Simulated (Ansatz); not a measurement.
Results of PBE-D4 (PAW; Ansatz, a quantum-chemistry and plane-wave program) for black phosphorus.

Numerical settings: plane-wave cutoff 520 eV, 10×10×8 k mesh (along the axes of the cell as run), Fermi–Dirac smearing 0.01 eV, scalar-relativistic PAW data made under PBE.

Response to compression and expansion:

Shape and atoms are relaxed at each volume.

```csv
V (Å³/atom),P (GPa),c (Å),a (Å)
17.015,0.92,4.051,3.329
17.369,0.54,4.119,3.326
17.724,-0.01,4.175,3.323
18.078,-0.52,4.229,3.320
18.433,-0.98,4.276,3.318
```

Note: the gap of the solid is closed in this run; this level leaves the solid without a gap, although one is measured; the bulk modulus comes from volumes at which shape and atoms were relaxed.
